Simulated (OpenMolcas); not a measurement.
Worked example: vertical energy of the triplet above the singlet of BF (SMILES [B]F)

BF: 2 atoms, total charge 0, spin state singlet. As SMILES, `[B]F`. Geometry: relaxed at PBE0-D4/def2-TZVP.

```
atom   x (Å)   y (Å)    z (Å)
   B  0.0000  0.0000  -0.0094
   F  0.0000  0.0000   1.2537
```

Both states at this one shape; open shells run unrestricted unless said. 1 Eh = 27.2114 eV.

| level | program | singlet BF (Eh) | triplet BF (Eh) |
| --- | --- | --- | --- |
| HF/STO-3G | OpenMolcas | -122.356135 | -122.264774 |
| HF/STO-3G, open shells restricted | OpenMolcas | -122.356135 | -122.263244 |
| PBE/STO-3G | OpenMolcas | -122.731716 | -122.604725 |
| r2SCAN/STO-3G | OpenMolcas | -122.827946 | -122.709863 |

Work out the vertical gap, second state less first, at each level.


1. HF/STO-3G: -122.264774 − (-122.356135) = 0.091361 Eh = 2.49 eV.
2. HF/STO-3G, open shells restricted: -122.263244 − (-122.356135) = 0.092891 Eh = 2.53 eV.
3. PBE/STO-3G: -122.604725 − (-122.731716) = 0.126991 Eh = 3.46 eV.
4. r2SCAN/STO-3G: -122.709863 − (-122.827946) = 0.118083 Eh = 3.21 eV.

No measured value is set beside it here; the levels span 2.49 to 3.46 eV. Hartree–Fock favours the state with fewer electron pairs, since it lacks pair correlation. Minimal sets are far from the basis-set limit.
